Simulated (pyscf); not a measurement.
Single points on ωB97X-D3(BJ)/def2-SVP structures (PySCF, gas phase). Correlated levels are frozen-core, on RHF or UHF. ΔMP2 is the change of the MP2 total energy from the triple- to the quadruple-zeta basis.

**Question.** For the elementary gas-phase step `[Cl][B]1[CH2][CH2]1` → `[B][Cl]` [singlet] + `[CH2]=[CH2]` (singlet surface; B–C, B–C broken, none formed), what barrier and reaction energy does CCSD(T)/def2-TZVPP + ΔMP2(QZVPP) give, measured from the reactant's lowest minimum found?

**Answer.** ΔE‡ = 57.4 kcal/mol, ΔE = +51.5 kcal/mol. Zero-point energy shifts the barrier by -1.3 kcal/mol. It is a cycloreversion, with an imaginary mode of 445i cm⁻¹. cyclic C₂H₄BCl (SMILES ClB1CC1) lies 13.0 kcal/mol over its isomer H₂C=CH–BH–Cl, and others may lie lower still (electronic energy, ωB97M-D3(BJ)). This is the saddle that the search found; another between the same sides may lie lower. A restricted solution here is unstable towards spin polarisation, so biradical character is likely and single-reference numbers are less safe. The CCSD(T) − MP2 part came from Ansatz, without density fitting, on the same reference.
